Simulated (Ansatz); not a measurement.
Relaxation of H7NSi2 (10 atoms, charge 0, multiplicity 1), to a largest force component of 0.03 eV/Å in at most 50 steps.

Theory: RHF/def2-SVP in Ansatz 0.2.0.

```xyz
10
Properties=species:S:1:pos:R:3
Si -0.042 0.035 -1.258
Si 1.313 0.031 1.902
H -0.067 -0.454 2.117
H 2.193 -0.569 2.933
H 1.367 1.505 2.028
H 1.820 -0.375 0.586
N -0.735 1.364 -0.429
H -1.416 1.326 0.305
H -0.467 2.308 -0.636
H -0.828 -1.043 -0.538
```

Task: Where does it end, and by what steps?

Result: The run converged. The force dipped under the threshold on the way, but the program's further checks kept it going. After 21 steps the energy has fallen by 0.161 eV; H10 moved furthest, 1.25 Å.

```json
{"step": "0", "energy less start (eV)": "0.0000", "largest force component (eV/Å)": "0.745", "accepted": "yes"}
{"step": "1", "energy less start (eV)": "-0.0735", "largest force component (eV/Å)": "0.394", "accepted": "yes"}
{"step": "2", "energy less start (eV)": "-0.1250", "largest force component (eV/Å)": "0.451", "accepted": "yes"}
{"step": "3", "energy less start (eV)": "-0.1373", "largest force component (eV/Å)": "0.445", "accepted": "yes"}
{"step": "4", "energy less start (eV)": "-0.1469", "largest force component (eV/Å)": "0.279", "accepted": "yes"}
{"step": "5", "energy less start (eV)": "-0.1499", "largest force component (eV/Å)": "0.110", "accepted": "yes"}
{"step": "6", "energy less start (eV)": "-0.1515", "largest force component (eV/Å)": "0.056", "accepted": "yes"}
{"step": "7", "energy less start (eV)": "-0.1523", "largest force component (eV/Å)": "0.061", "accepted": "yes"}
{"step": "8", "energy less start (eV)": "-0.1536", "largest force component (eV/Å)": "0.122", "accepted": "yes"}
{"step": "9", "energy less start (eV)": "-0.1540", "largest force component (eV/Å)": "0.296", "accepted": "yes"}
{"step": "10", "energy less start (eV)": "-0.1563", "largest force component (eV/Å)": "0.181", "accepted": "yes"}
{"step": "11", "energy less start (eV)": "-0.1576", "largest force component (eV/Å)": "0.036", "accepted": "yes"}
{"step": "12", "energy less start (eV)": "-0.1584", "largest force component (eV/Å)": "0.064", "accepted": "yes"}
{"step": "13", "energy less start (eV)": "-0.1589", "largest force component (eV/Å)": "0.061", "accepted": "yes"}
{"step": "14", "energy less start (eV)": "-0.1591", "largest force component (eV/Å)": "0.071", "accepted": "yes"}
{"step": "15", "energy less start (eV)": "-0.1597", "largest force component (eV/Å)": "0.009", "accepted": "yes"}
{"step": "16", "energy less start (eV)": "-0.1602", "largest force component (eV/Å)": "0.046", "accepted": "yes"}
{"step": "17", "energy less start (eV)": "-0.1603", "largest force component (eV/Å)": "0.050", "accepted": "yes"}
{"step": "18", "energy less start (eV)": "-0.1604", "largest force component (eV/Å)": "0.046", "accepted": "yes"}
{"step": "19", "energy less start (eV)": "-0.1606", "largest force component (eV/Å)": "0.033", "accepted": "yes"}
{"step": "20", "energy less start (eV)": "-0.1607", "largest force component (eV/Å)": "0.034", "accepted": "yes"}
{"step": "21", "energy less start (eV)": "-0.1608", "largest force component (eV/Å)": "0.022", "accepted": "yes"}
```

```xyz
10
Properties=species:S:1:pos:R:3
Si -0.485 0.325 -1.932
Si 1.560 0.079 2.238
H 0.155 -0.246 2.578
H 2.434 -0.291 3.375
H 1.683 1.533 1.981
H 1.971 -0.678 1.034
N -0.845 1.208 -0.513
H -1.496 0.942 0.201
H -0.430 2.102 -0.327
H -1.407 -0.844 -1.625
```

Time of the run: 15 s on 1 thread of AMD EPYC 9R45 96-Core Processor (Zen 5) (shared host), peak memory 0.16 GiB.
